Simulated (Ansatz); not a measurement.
Coupled-cluster run, `COC(=S)CCl`.

```yaml
crystal:
  periodic: [false, false, false]
  atoms:
    - {symbol: C, position_ang: [0.191486, -1.436427, 0.555936]}
    - {symbol: O, position_ang: [-0.998526, -0.722352, 0.233509]}
    - {symbol: C, position_ang: [-0.959194, 0.466437, -0.350081]}
    - {symbol: S, position_ang: [-2.322425, 1.161262, -0.888963]}
    - {symbol: C, position_ang: [0.372771, 1.148038, -0.498594]}
    - {symbol: Cl, position_ang: [0.956575, 1.757890, 1.077897]}
    - {symbol: H, position_ang: [-0.142782, -2.328237, 1.080688]}
    - {symbol: H, position_ang: [0.719106, -1.734253, -0.353583]}
    - {symbol: H, position_ang: [0.847012, -0.852409, 1.202268]}
    - {symbol: H, position_ang: [1.141060, 0.477623, -0.886579]}
    - {symbol: H, position_ang: [0.260418, 2.005527, -1.152001]}
basis:
  gaussian: {orbitals: def2-SVP}
correlation: {method: ccsd_t}
```

```sh
$ ansatz run in.yaml --threads 4 --pin off --events-out ev --progress --plain --max-ram 10444MiB
```

Log, shortened:

```
Functional definition: HF
1144 factors; integrals over basis functions are off by at most 1.1e-3 eV
mean field evaluation 1: about -28513.6269 eV, gradient 3.0e1 eV
mean field evaluation 2: about -28513.6365 eV, gradient 3.0e1 eV
mean field evaluation 4: about -28516.1242 eV, gradient 4.7e0 eV
mean field evaluation 8: about -28516.1982 eV, gradient 1.5e-1 eV
mean field evaluation 16: about -28516.1840 eV, gradient 8.2e-1 eV
mean field -28516.19838193 eV, -1047.9509615625 hartree, gradient 2.3e-6 eV, S^2 0.000000; 0 other end points of the search recorded, 0 dependent functions left out; unrestricted orbitals would lower it
14 core orbitals not correlated: weight in the atoms' cores, before any rotation towards them, 1.000 or more for the frozen orbitals, at most 0.000 for the correlated occupied ones
reference -28516.19838193 eV, -1047.9509615625 hartree; 18, 18 occupied and 85, 85 virtual orbitals, 1144 factors
second order -23.34958225 eV of doubles, -0.00000000 eV of singles
cycle   1  -23.99463905 eV  change   -6.5e-1 eV  update   1.3e-1
cycle   2  -24.63843761 eV  change   -6.4e-1 eV  update   3.8e-2
cycle   3  -24.81816203 eV  change   -1.8e-1 eV  update   2.1e-2
cycle   4  -24.80985855 eV  change    8.3e-3 eV  update   6.0e-3
cycle   5  -24.80778567 eV  change    2.1e-3 eV  update   2.5e-3
cycle   6  -24.80789004 eV  change   -1.0e-4 eV  update   9.3e-4
cycle   7  -24.80728591 eV  change    6.0e-4 eV  update   3.0e-4
cycle   8  -24.80724263 eV  change    4.3e-5 eV  update   1.5e-4
cycle   9  -24.80731546 eV  change   -7.3e-5 eV  update   6.5e-5
cycle  10  -24.80730491 eV  change    1.1e-5 eV  update   3.3e-5
perturbative correction -0.83398766 eV, -0.0306484811 hartree
Total energy: -28541.83967450 eV, -1048.8932616839 hartree
```

It took 12 s on 4 threads of an Arm Neoverse V1 on a shared host, with 0.63 GiB of host memory at the peak.

Correlation energy per correlated electron: -0.712 eV. T1 diagnostic: 0.0146.
